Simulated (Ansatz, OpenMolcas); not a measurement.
# A ladder of methods for Si2 (SMILES [Si]=[Si])

The species is Si2 (2 atoms), meant as a triplet with charge 0. As SMILES, `[Si]=[Si]`. The shape is that of a GFN2-xTB optimisation.

```xyz
2

Si    0.0000    0.0000    0.0000
Si    0.0000    0.0000    2.1742
```

Quantity: the energy change with the Si1–Si2 bond stretched from 2.174 to 2.718 Å, in eV. The values are calculated.

```
           level                    kind     program  value (eV)  CPU time (all runs)
       UHF/6-31G            Hartree–Fock      Ansatz        0.34                1.9 s
     UBLYP/6-31G                     GGA      Ansatz        0.19                6.7 s
  U-r2SCAN/6-31G                meta-GGA      Ansatz        0.42                 31 s
 U-r2SCAN0/6-31G         hybrid meta-GGA      Ansatz        0.46                 13 s
UCAM-B3LYP/6-31G  range-separated hybrid      Ansatz        0.45                7.8 s
   UB2PLYP/6-31G           double hybrid      Ansatz        0.27                 12 s
   RPA@PBE/6-31G                     RPA      Ansatz        0.12                 12 s
      UMP2/6-31G     perturbation theory      Ansatz        0.56                3.1 s
      FCI/STO-3G      exact in the basis  OpenMolcas        1.70                3.5 s
```

The first shape isn't each level's own minimum. The values span 0.12 to 1.70 eV. Spin contamination of the reference (⟨S²⟩ at least 0.1 too high) touches UHF/6-31G, UMP2/6-31G. All rows use very small basis sets, so none should be taken for the real molecule's value. Times are those of the runs behind each value, whatever else they computed, on shared processors of several kinds: orders of magnitude only.
